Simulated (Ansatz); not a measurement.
bcc Mo, treated with PBEsol (plane waves, PAW; Ansatz, a quantum-chemistry and plane-wave program).

Settings: plane-wave cutoff 520 eV, 24×24×24 k mesh, Fermi–Dirac smearing 0.05 eV, no spin polarisation, scalar-relativistic PAW data made under PBE.

Energies at three volumes about the minimum:

```
V (Å³/atom)  E − E_lowest (meV/atom)
-----------  -----------------------
15.019                          5.57
15.326                          0.00
15.632                          5.14
```

Question: Fit a parabola by hand: where is the minimum, what lattice constant follows, and what is the bulk modulus?

Answer: Slopes: (0.00 − 5.57)/(15.326 − 15.019) = -18.143 and (5.14 − 0.00)/(15.632 − 15.326) = 16.797 meV/Å³. Curvature E″ = 2 × (16.797 − (-18.143))/(15.632 − 15.019) = 113.997 meV/Å⁶. From the middle of the first interval, the slope vanishes at V0 = 15.1725 − (-18.143)/113.997 = 15.332 Å³/atom. B = V0 E″ = 15.332 × 113.997 meV/Å³ × 0.1602 GPa per meV/Å³ = 280 GPa. With 2 atoms in the cube, a = (2 × 15.332)^(1/3) = 3.130 Å. The full Birch–Murnaghan fit to all volumes gives V0 = 15.327 Å³/atom and B0 = 280 GPa.

Measured, for comparison: bulk modulus 265 GPa (zero-point energy and finite temperature contributions removed, sources range from 265 to 278; as tabulated in doi:10.1021/acs.jctc.3c00612); lattice constant a 3.141 Å (static lattice: zero-point anharmonic expansion removed; as tabulated in Mejia-Rodriguez and Trickey (2018), arXiv:1807.09216). Computed less measured: bulk modulus +6 % (+0.7 % to +6 % over the range).
